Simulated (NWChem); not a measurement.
System: hydrogen isocyanide (CHN); SMILES [C-]#[NH+]

Output (shortened):

```
             Northwest Computational Chemistry Package (NWChem) 7.3.0
             --------------------------------------------------------

 AUTOZ failed to generate good internal coordinates.
 Cartesian coordinates will be used in optimizations.

                             Geometry "geometry" -> ""
                             -------------------------

 Output coordinates in angstroms (scale by  1.889725989 to convert to a.u.)

  No.       Tag          Charge          X              Y              Z
 ---- ---------------- ---------- -------------- -------------- --------------
    1 C                    6.0000     0.72555900     0.10499514     0.01233029
    2 N                    7.0000    -0.42077500    -0.06089886    -0.00715171
    3 H                    1.0000    -1.40792900    -0.20367886    -0.02391971

 Effective nuclear repulsion energy (a.u.)      24.3716099040

  xc_inp: hfexch multiplicative factor not found.

                           NWChem Geometry Optimization
                           ----------------------------

 maximum gradient threshold         (gmax) =   0.000450
 rms gradient threshold             (grms) =   0.000300
 maximum cartesian step threshold   (xmax) =   0.001800
 rms cartesian step threshold       (xrms) =   0.001200
 fixed trust radius                (trust) =   0.300000
 source of zmatrix                         =

          -------------------
          Energy Minimization
          -------------------

 Using diagonal initial Hessian

          --------
          Step   0

                                 NWChem DFT Module
                                 -----------------

 Summary of "ao basis" -> "ao basis" (spherical)
 ------------------------------------------------------------------------------
       Tag                 Description            Shells   Functions and Types
 ---------------- ------------------------------  ------  ---------------------
 C                           6-31g*                  6       14   3s2p1d
 N                           6-31g*                  6       14   3s2p1d
 H                           6-31g*                  2        2   2s

            General Information
            -------------------
          SCF calculation type: DFT
          Wavefunction type:  closed shell.
          No. of atoms     :     3
          No. of electrons :    14
           Alpha electrons :     7
            Beta electrons :     7
          Charge           :     0
          Spin multiplicity:     1
          Use of symmetry is: off; symmetry adaption is: off
          Maximum number of iterations: 150
          AO basis - number of functions:    30
                     number of shells:    14
          Convergence on energy requested:  1.00D-06
          Convergence on density requested:  1.00D-05
          Convergence on gradient requested:  5.00D-04

              XC Information
              --------------
                     Hartree-Fock (Exact) Exchange  1.000

      Superposition of Atomic Density Guess
      -------------------------------------

 Sum of atomic energies:         -92.45222493

      Non-variational initial energy
      ------------------------------

 Total energy =     -93.142701
 1-e energy   =    -172.329766
 2-e energy   =      54.815455
 HOMO         =      -0.373322
 LUMO         =       0.066282

   convergence    iter        energy       DeltaE   RMS-Dens  Diis-err
 ---------------- ----- ----------------- --------- --------- ---------
 d= 0,ls=0.0,diis     1    -92.8375722317 -1.17D+02  8.31D-03  1.05D-01
 d= 0,ls=0.0,diis     2    -92.8527428872 -1.52D-02  2.91D-03  7.71D-03
 d= 0,ls=0.0,diis     3    -92.8539052653 -1.16D-03  1.37D-03  2.87D-03
 d= 0,ls=0.0,diis     4    -92.8542368258 -3.32D-04  4.19D-04  7.58D-05
 d= 0,ls=0.0,diis     5    -92.8542549684 -1.81D-05  1.63D-04  6.54D-06
  Resetting Diis
 d= 0,ls=0.0,diis     6    -92.8542563414 -1.37D-06  3.12D-05  3.88D-07
 d= 0,ls=0.0,diis     7    -92.8542564096 -6.82D-08  2.99D-06  1.20D-08

         Total DFT energy =      -92.854256409631
      One electron energy =     -173.394783881898
           Coulomb energy =       68.247556241688
    Exchange-Corr. energy =      -12.078638673413
 Nuclear repulsion energy =       24.371609903993

 Numeric. integr. density =        0.000000000000

                       DFT Final Molecular Orbital Analysis
                       ------------------------------------

 Vector    5  Occ=2.000000D+00  E=-5.144028D-01
              MO Center= -1.1D-01, -1.6D-02, -1.9D-03, r^2= 9.8D-01
   Bfn.  Coefficient  Atom+Function         Bfn.  Coefficient  Atom+Function
  ----- ------------  ---------------      ----- ------------  ---------------
    18      0.498099  2 N  py                22      0.374882  2 N  py
     4      0.296601  1 C  py                 8      0.126071  1 C  py
    19      0.083136  2 N  pz                17     -0.073486  2 N  px
    23      0.062570  2 N  pz                21     -0.055305  2 N  px
     5      0.049505  1 C  pz                 3     -0.043752  1 C  px

 Vector    6  Occ=2.000000D+00  E=-5.144028D-01
              MO Center= -1.1D-01, -1.6D-02, -1.9D-03, r^2= 9.8D-01
   Bfn.  Coefficient  Atom+Function         Bfn.  Coefficient  Atom+Function
  ----- ------------  ---------------      ----- ------------  ---------------
    19      0.503417  2 N  pz                23      0.378885  2 N  pz
     5      0.299767  1 C  pz                 9      0.127416  1 C  pz
    18     -0.083503  2 N  py                22     -0.062847  2 N  py
     4     -0.049723  1 C  py                13      0.044542  1 C  d  1

 Vector    7  Occ=2.000000D+00  E=-4.786450D-01
              MO Center=  1.1D+00,  1.5D-01,  1.8D-02, r^2= 8.8D-01
   Bfn.  Coefficient  Atom+Function         Bfn.  Coefficient  Atom+Function
  ----- ------------  ---------------      ----- ------------  ---------------
     6      0.620797  1 C  s                  3      0.428515  1 C  px
     2      0.271910  1 C  s                  7      0.194682  1 C  px
    17     -0.172369  2 N  px                 1     -0.147119  1 C  s
    20     -0.146648  2 N  s                 16     -0.111488  2 N  s
    21     -0.075359  2 N  px                30      0.068617  3 H  s

 Vector    8  Occ=0.000000D+00  E= 2.079685D-01
              MO Center=  4.8D-01,  7.0D-02,  8.2D-03, r^2= 1.8D+00
   Bfn.  Coefficient  Atom+Function         Bfn.  Coefficient  Atom+Function
  ----- ------------  ---------------      ----- ------------  ---------------
     8      0.801448  1 C  py                22     -0.618387  2 N  py
     4      0.407016  1 C  py                18     -0.314316  2 N  py
     7     -0.118096  1 C  px                 9      0.114740  1 C  pz
    21      0.090002  2 N  px                23     -0.088528  2 N  pz
     3     -0.059780  1 C  px                 5      0.058270  1 C  pz

 Vector    9  Occ=0.000000D+00  E= 2.079685D-01
              MO Center=  4.8D-01,  7.0D-02,  8.2D-03, r^2= 1.8D+00
   Bfn.  Coefficient  Atom+Function         Bfn.  Coefficient  Atom+Function
  ----- ------------  ---------------      ----- ------------  ---------------
     9      0.809985  1 C  pz                23     -0.624813  2 N  pz
     5      0.411324  1 C  pz                19     -0.317624  2 N  pz
     8     -0.115527  1 C  py                22      0.089121  2 N  py
     4     -0.058667  1 C  py                18      0.045303  2 N  py
    27     -0.035668  2 N  d  1

 Vector   10  Occ=0.000000D+00  E= 2.148325D-01
              MO Center= -1.8D+00, -2.6D-01, -3.0D-02, r^2= 1.5D+00
   Bfn.  Coefficient  Atom+Function         Bfn.  Coefficient  Atom+Function
  ----- ------------  ---------------      ----- ------------  ---------------
    30      2.022441  3 H  s                 20     -1.013366  2 N  s
    21      1.008918  2 N  px                 6     -0.511817  1 C  s
    17      0.211934  2 N  px                 7      0.152089  1 C  px
    22      0.145333  2 N  py                16     -0.136157  2 N  s
     3     -0.110463  1 C  px                29      0.100864  3 H  s

     Multipole analysis of the density
     ---------------------------------

[...]

      ----------------------
      Optimization converged
      ----------------------

  Step       Energy      Delta E   Gmax     Grms     Xrms     Xmax
  ---- ---------------- -------- -------- -------- -------- --------
@    3     -92.85446843 -1.8D-06  0.00002  0.00001  0.00037  0.00091
                                     ok       ok       ok       ok

                         Geometry "geometry" -> "geometry"
                         ---------------------------------

 Output coordinates in angstroms (scale by  1.889725989 to convert to a.u.)

  No.       Tag          Charge          X              Y              Z
 ---- ---------------- ---------- -------------- -------------- --------------
    1 C                    6.0000     0.71852676     0.10380808     0.01219181
    2 N                    7.0000    -0.42375124    -0.06096352    -0.00716131
    3 H                    1.0000    -1.39792052    -0.20242712    -0.02377164

 Effective nuclear repulsion energy (a.u.)      24.5020650173

 ==============================================================================
                                internuclear distances
 ------------------------------------------------------------------------------
       center one      |      center two      | atomic units |  angstroms
 ------------------------------------------------------------------------------
    2 N                |   1 C                |     2.18124  |     1.15426
    3 H                |   2 N                |     1.86049  |     0.98453
 ------------------------------------------------------------------------------
                         number of included internuclear distances:          2
 ==============================================================================
```

Level: Hartree-Fock/6-31G* (spherical d). 

### Question
Which NWChem input produces such a log?

### Answer
One answer among several that fit: the input that was run:
```
start job
memory heap 200 mb stack 900 mb global 1100 mb
geometry units angstroms noautosym
  C      0.673693     0.097492     0.011449
  N     -0.472641    -0.068402    -0.008033
  H     -1.459795    -0.211182    -0.024801
end
basis spherical
  C library 6-31g*
  N library 6-31g*
  H library 6-31g*
end
dft
  xc hfexch
  iterations 150
end
driver
  maxiter 150
end
task dft optimize
```
